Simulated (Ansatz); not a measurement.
## Si: from supercell energies to defect levels (Mg interstitial)

Method: DFT r2SCAN, scalar-relativistic, plane waves, PAW (Ansatz 0.2.0). Settings: 500 eV cutoff, 2×2×2 k-mesh, shifted by half a step, Gaussian smearing of 0.01 eV, collinear spin in charge +1 alone.

Host crystal, relaxed:

```xyz
2
Lattice="0.0000 2.7219 2.7219 2.7219 0.0000 2.7219 2.7219 2.7219 0.0000" Properties=species:S:1:pos:R:3 pbc="T T T"
Si    4.0828    4.0828    4.0828
Si    2.7219    2.7219    2.7219
```

The Mg interstitial was set at (0.000, 0.000, 0.000) of the host cell, in a supercell of 32 sites (645 Å³), relaxed at fixed cell in each charge q, from a start with the atoms near it displaced at random. The host's Kohn–Sham gap is 0.77 eV and its static dielectric constant 11.7 (mean). For each charge: the supercell's free energy over the neutral one with q electrons exchanged at the valence band top, F(q) − F(0) + qE_v; the image-charge term; and the term that aligns the potential far from the defect with the host's.

With moments and this functional the run may sit in a state above the lowest one.

| q | F(q) − F(0) + qE_v (eV) | image charge (eV) | alignment (eV) |
| --- | --- | --- | --- |
| +2 | -2.173 | 0.822 | 0.473 |
| +1 | -1.219 | 0.206 | 0.288 |
| 0 | 0.000 | 0.000 | 0.000 |

Add the terms and find the levels between neighbouring charges, ε(q/q′) = [A(q′) − A(q)]/(q − q′), with and without the two corrections.

A(q): -0.877 eV for +2, -0.726 eV for +1, 0.000 eV for 0.
```json
{"level": "(+2/+1)", "corrected (eV over E_v)": "0.15", "uncorrected (eV)": "0.95"}
{"level": "(+1/0)", "corrected (eV over E_v)": "0.73", "uncorrected (eV)": "1.22"}
```

As a check, a point charge in a simple cubic cell of this volume has q²αe²/(2εL) = 0.202 q² eV (e² = 14.40 eV Å, α = 2.837, L = 8.64 Å); the shape of the real cell can change it somewhat. The term grows as q², so it pushes donor levels down and acceptor levels up. The program doubts the alignment for q = +2, +1, so levels beside it are uncertain by about that term.

Which of these charges is lowest with the Fermi level at the valence band top, at mid-gap and at the conduction band bottom?

The line A(q) + qE_F that lies lowest gives the charge: +2 at E_F = 0.00 eV, +1 at E_F = 0.38 eV, 0 at E_F = 0.77 eV. In charge +1 the cell has partly filled levels, from a carrier spread over the host's bands, a defect level that the small cell broadens into a band, or a degenerate defect level, so the levels beside it are doubtful. Without the alignment that the program doubts, the level (+1/0) would lie at 1.01 eV, outside the gap, so these runs don't decide whether the defect changes charge there. Charges beyond those computed could lie lower near the band edges.

The neutral defect forms at 2.21 eV with atoms taken from and returned to the elements. What are the formation energies at those three Fermi levels, and what share of sites would hold the defect at 1200 K with E_F at mid-gap, if the host still stood at that temperature?

E_f = E_f(0) + A(q) + qE_F = 1.34, 1.87, 2.21 eV. In the dilute limit the share is exp(−E_f/k_BT) = exp(−1.873/0.1034) = 1.4×10⁻⁸, leaving out degeneracy and vibrational entropy. This is the Mg-rich limit; a poorer supply of Mg, or a competing compound of it, raises E_f. The small cell and the narrow Kohn–Sham gap leave errors of tenths of an eV or more, which change the share by orders of magnitude.

Cost: 4 runs of about 48 core-minutes in all, on AMD EPYC (Zen 3) (shared hosts).